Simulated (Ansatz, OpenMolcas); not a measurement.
**A ladder of methods for C4H8 (isobutene)**

C4H8: 12 atoms, total charge 0, spin state singlet. As SMILES, `C=C(C)C`. The coordinates come from a PBE0-D4/def2-TZVP relaxation.

Each level gives the atomisation enthalpy at 298 K (kJ/mol). The values are calculated. The thermal term (zero-point and 298 K enthalpy, harmonic and unscaled) is that of B3LYP/6-31G*; the spin-orbit lowering of the free atoms at 298 K, 0.1 kJ/mol by their spectra, is taken off.

Measured value to compare with: Active Thermochemical Tables gives the atomisation enthalpy at 298 K of the gas as 4629 kJ/mol.

```tsv
level	kind	program	value (kJ/mol)	computed − measured	CPU time (all runs)
HF/6-31G* (spherical functions)	Hartree–Fock	Ansatz	3452	-1177	2 s
revPBE/6-31G* (spherical functions)	GGA	Ansatz	4567	-62	6 s
M06-L/6-31G* (spherical functions)	meta-GGA	OpenMolcas	4592	-37	75 s
B3LYP/6-31G* (spherical functions)	global hybrid	Ansatz	4611	-18	6.1 s
CAM-B3LYP/6-31G* (spherical functions)	range-separated hybrid	Ansatz	4644	+15	6.8 s
wB97M-V/6-31G* (spherical functions)	range-separated hybrid	Ansatz	4679	+50	57 s
PBE-QIDH/6-31G* (spherical functions)	double hybrid	Ansatz	4507	-122	8.8 s
RPA@PBE/6-31G* (spherical functions)	RPA	Ansatz	4128	-501	10 s
MP2/6-31G* (spherical functions)	perturbation theory	Ansatz	4262	-367	2.4 s
CCSD(T)/6-31G* (spherical functions)	coupled cluster or CI	OpenMolcas	4232	-397	36 s
```

Nearest: CAM-B3LYP/6-31G* (spherical functions) (+15 kJ/mol); farthest: HF/6-31G* (spherical functions) (-1177 kJ/mol). Computed less measured by kind, in kJ/mol (of the ab initio rows, those in 6-31G*): Hartree–Fock -1177; GGA -62; meta-GGA -37; global hybrid -18; range-separated hybrid +15 to +50; double hybrid -122; RPA -501; perturbation theory -367; coupled cluster or CI -397. Wave-function methods converge slowly with the basis and bind too weakly in sets of this size; that is part of their error here. CPU times are rough (shared hosts, several kinds of processor and program).
